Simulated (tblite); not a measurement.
Species: C₅H₈N (doublet state).
Structure used (GFN2-xTB), in Å, numbered top down from 1:
```xyz
14
C5H8N angstrom
C     -3.425    1.097    0.813
C     -2.411    0.495    0.618
C     -1.169   -0.260    0.453
C     -0.240    0.451   -0.527
C      1.079   -0.309   -0.685
N      1.796   -0.352    0.576
H     -1.424   -1.257    0.084
H     -0.679   -0.357    1.423
H     -0.723    0.534   -1.503
H     -0.033    1.460   -0.165
H      1.657    0.171   -1.494
H      0.876   -1.341   -0.985
H      2.058    0.582    0.871
H      2.636   -0.912    0.499
```

All values are computed: GFN2-xTB (tblite) harmonic vibrations without scaling, gas phase. Errors from tens to a few hundred cm⁻¹ against measured bands are possible. One conformer, not necessarily the lowest. Open shells enter through the occupations alone, without spin polarisation, and single modes of such species can be off by tens of per cent.

Harmonic wavenumbers (cm⁻¹): 60.2, 116.9, 133.6, 169.0, 241.5, 293.2, 331.4, 470.6, 777.0, 852.8, 914.5, 938.7, 973.9, 988.7, 1053.1, 1085.5, 1134.8, 1195.7, 1236.4, 1260.5, 1265.4, 1338.0, 1355.5, 1439.1, 1479.2, 1481.2, 1555.9, 2299.9, 2810.9, 2956.2, 2957.2, 2977.0, 2981.5, 2991.1, 3395.4, 3433.8.

A = 12270, B = 1600, C = 1527 MHz; mass 82.066 u (most abundant isotopes); point group C1, symmetry number 1; spin multiplicity 2.

**Question.** What is the zero-point energy?

**Answer.** Half the sum of the wavenumbers: 25473 cm⁻¹ = 72.83 kcal/mol.

**Question.** Give the ideal-gas entropy at 298.15 K and 1 bar in the rigid-rotor, harmonic-oscillator model (classical rotation).

**Answer.** Translation 39.16, rotation 26.78, vibration 19.46, spin (R ln 2) 1.38: S = 86.8 cal/(mol K).

**Question.** And Cp and H(298.15 K) − H(0)?

**Answer.** Cp = 27.20 cal/(mol K), of which vibrations give 19.25 (their classical limit is 36 R = 71.5); H(298.15 K) − H(0) = 5.42 kcal/mol without the zero-point energy, 3.05 from vibrations.

**Question.** How do the functions run with temperature in this model?

**Answer.** 
```tsv
T (K)	S (cal/(mol K))	Cp (cal/(mol K))	H − H(0) (kcal/mol)	G − H(0) (kcal/mol)	ln q(vib)
50	54.9	11.5	0.46	-2.28	0.26
100	64.3	15.9	1.15	-5.28	1.06
373.15	93.4	32.0	7.64	-27.21	5.93
500	103.8	39.6	12.19	-39.73	8.05
750	122.2	50.7	23.58	-68.04	12.09
1000	137.8	58.2	37.25	-100.59	15.91
```

q(vib) and H(0) count from the zero-point level.

**Question.** Blend soft modes into free rotors: weight 1/[1 + (100 cm⁻¹/ν̃)⁴] for the oscillator and the rest for a rotor with moment μB/(μ + B), μ = h/(8π²ν), B = 10⁻⁴⁴ kg m². What vibrational entropy results?

**Answer.** 18.26 cal/(mol K) in place of 19.46, which changes −T·S at 298.15 K by +0.36 kcal/mol.

**Question.** What must be added to the electronic energy to get the Gibbs energy at 298.15 K and 1 bar?

**Answer.** ZPE + [H(298.15 K) − H(0)] − T·S = 72.83 + 5.42 − 25.87 = 52.38 kcal/mol.

**Question.** Which modes carry the vibrational entropy at 298.15 K?

**Answer.** 60.2 cm⁻¹: 4.45; 116.9 cm⁻¹: 3.15; 133.6 cm⁻¹: 2.89; 169.0 cm⁻¹: 2.45; 241.5 cm⁻¹: 1.79; 293.2 cm⁻¹: 1.46 cal/(mol K); the other 30 give 3.27 together.

Hindered rotation and anharmonicity are outside this model. Other conformers, if any are populated, would add a mixing term that is left out. The structure is chiral; the term R ln 2 for an equal mix with its mirror image is left out.
